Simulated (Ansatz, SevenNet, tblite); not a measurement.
# How well does each level of theory give the elastic constant C12 of zinc-blende BAs?

Reference value: 79.5 GPa (measured, room temperature, no zero-point or thermal correction, our sources range from 76.0 to 79.5; as tabulated in Kang et al. (2019), arXiv:1911.11281).

```tsv
level (code)	value (GPa)	cell (Å³/atom)	difference (%)
GFN1-xTB (tblite)	88.4	13.09	+11.2
SevenNet-l3i5	94.7	14.00	+19.1
LDA (Ansatz)	75.8	13.25	-4.7
PBE (Ansatz)	63.6	13.90	-20.0
PBE-D3(BJ) (Ansatz)	70.2	13.52	-11.7
r²SCAN (Ansatz)	66.6	13.68	-16.2
HSE06 (Ansatz)	70.7	13.58	-11.1
```

The reference is not for a static lattice or low temperature, so close values are not ranked against it.

The reference isn't brought to a static lattice, while the calculations are for one, so the differences are not the levels' errors alone.  GFN1-xTB: the method was fitted mainly to molecules. GFN1-xTB: the run uses a supercell at the zone centre in place of a k mesh. PBE-D3(BJ): the dispersion coefficients are held fixed in the derivatives. Each level is taken at its own relaxed cell. Cutoffs and k meshes differ between the levels. Ansatz's density-functional and Hartree–Fock values are scalar-relativistic unless marked +SOC, with PAW data made under PBE.

Machine-learned potentials (SevenNet-l3i5) are trained on DFT data: a solid inside that data is no test of them.

Differences are worked out from the printed values.

Ansatz is a program for electronic structure.
